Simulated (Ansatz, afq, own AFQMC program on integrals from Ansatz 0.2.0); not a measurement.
Where AFQMC and coupled cluster stand for AlH₂⁻, singlet

```yaml
atoms:
  - { symbol: Al, position_ang: [0.0000, -0.0810, 0.0000] }
  - { symbol: H, position_ang: [0.0000, 1.0848, -1.2329] }
  - { symbol: H, position_ang: [0.0000, 1.0848, 1.2329] }
```

Basis 6-31++G**. Noble-gas cores (and the filled d shells of Ga–Kr and In–Xe) are frozen. Ansatz 0.2.0 and our own AFQMC program on the same integrals; the CISD trial comes from CCSD amplitudes, and released means the phaseless constraint is let go. Free AFQMC starts from the CCSD state and is never constrained. Its projection time is finite, and what remains of the start isn't in its error. Error bars are statistical, one sigma.

Determinant: UHF, the one that the program's search chose, which needn't be the lowest solution. The geometry is a PBE0/def2-TZVPD stationary point of this or a neighbouring charge and spin state.

Full CI on the same integrals is exact in this basis and with this determinant's frozen core.

Cautions: an unrestricted solution with more broken spin lies lower (53 meV, ⟨S²⟩ 0.35), while this determinant keeps restricted orbitals.

The T1 diagnostic is 0.0167. The weight of the determinant in the CISD state is 0.913. The ⟨S²⟩ of the determinant is 0.000. The size of the correlated space is 6 electrons in 30 orbitals.

| level | correlation energy (eV) |
| --- | --- |
| MP2 | -1.9147 |
| CCSD | -2.5231 |
| CCSD(T) | -2.5726 |

**Question.** Estimate where full CI lies against CCSD(T) on the same integrals.

**Answer.** 0.39 kcal/mol below CCSD(T).

Reference: full CI, correlation energy -2.590 eV. The released energy is read at 2.40 1/Eh (meV from the phaseless value at times in 1/Eh: 6 ± 3 at 0.24, 3 ± 3 at 0.51, -1 ± 3 at 0.99, -8 ± 6 at 1.62, -3 ± 4 at 2.40).

| level | E − E(reference) (kcal/mol) | share of correlation (%) |
| --- | --- | --- |
| CCSD(T) | 0.39 | 99.35 |
| CCSDT | 0.06 | 99.91 |
| CCSDT(Q) | 0.01 | 99.98 |
| CCSDTQ | 0.00 | 100.00 |
| ph-AFQMC/CISD | 0.02 ± 0.10 | 99.96 |
| released AFQMC | -0.04 ± 0.09 | 100.07 |
| free AFQMC | -0.05 ± 0.10 | 100.08 |

CCSDT and higher add their correlation energy to the determinant of the CCSD(T) run, since their own runs factorise the integrals more tightly (a shift of under 2 meV). Free projections are given only where their last times agree within the noise and don't stop above the reference; a slow remainder of the start can still hide under it. A walk keeps the symmetry of its determinant, which the program's search chose and which needn't be the lowest solution, so a lower state of the same spin and another symmetry isn't excluded. Released energies are given only where the last usable release times agree within the noise; a slower fall can still hide under it.
